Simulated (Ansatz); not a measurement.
How far each method lies from UCCSDT(Q) for HAl–AlH⁺, quartet

Geometry: that of the HAl–AlH, triplet, kept fixed. The doublet lies 3.1 eV lower here.

```xyz
4

Al    0.0000    0.0000    1.1500
Al    0.0000    0.0000   -1.1500
H     0.0000    0.0000    2.7245
H     0.0000    0.0000   -2.7245
```

Basis cc-pVDZ; Ansatz 0.2.0. Correlated methods freeze the noble-gas cores, which leaves 7 electrons in 36 orbitals. Prefix R: restricted or restricted open-shell reference; prefix U: unrestricted. Active spaces: valence = (7e, 10o) chosen from the atoms' valence shells.

Full CI isn't at hand for all of this; UCCSDT(Q) serves as the reference, and is uncertain by about the last step of the cluster series. The frozen core follows each run's orbitals, which can shift R against U totals by a few meV.

For open shells CISD is restricted-active-space CI with the open shells as a complete middle space.

* UHF ⟨S²⟩: 3.754
* T1 diagnostic (RCCSD): 0.0505
* largest doubles amplitude (RCCSD): 0.079
* T1 diagnostic (UCCSD): 0.0458

```csv
level,E − E(UCCSDT(Q)) (kJ/mol),share of correlation (%),wall time
RHF,297.1,0.00,–
UHF,295.3,0.62,–
RMP2,99.1,66.65,–
UMP2,97.9,67.06,–
CISD,26.9,90.96,2.6 s
RCCSD,14.6,95.08,–
UCCSD,14.5,95.13,–
RCCSD(T),5.1,98.27,2.5 s
UCCSD(T),5.1,98.29,2.5 s
BCCD(T),5.0,98.32,1.6 s
RCCSDT,0.5,99.83,–
UCCSDT,0.5,99.84,–
RCCSDT(Q),0.1,99.98,11 s
CASSCF (valence space),153.3,48.40,–
NEVPT2 (valence space),48.8,83.57,4.4 s
MRCISD (valence space),9.0,96.97,–
MRCISD+Q (valence space),2.1,99.29,7.5 s
```

The correlation energy at UCCSDT(Q), counted from RHF, is -3.079 eV. That run took 10 s on 1 thread of Arm Neoverse V1, shared host.

Times hold each run's SCF and search for its determinant on a shared host, so for small cases they say little of a method's own cost; they ran on 1 thread of Arm Neoverse V1.

Natural occupations of CASSCF (valence space) about the gap: 1.953 1.944 1.002 0.984 0.984 0.058 0.031 0.020 0.020 0.005; effectively unpaired electrons, Σ n²(2−n)², 3.04.
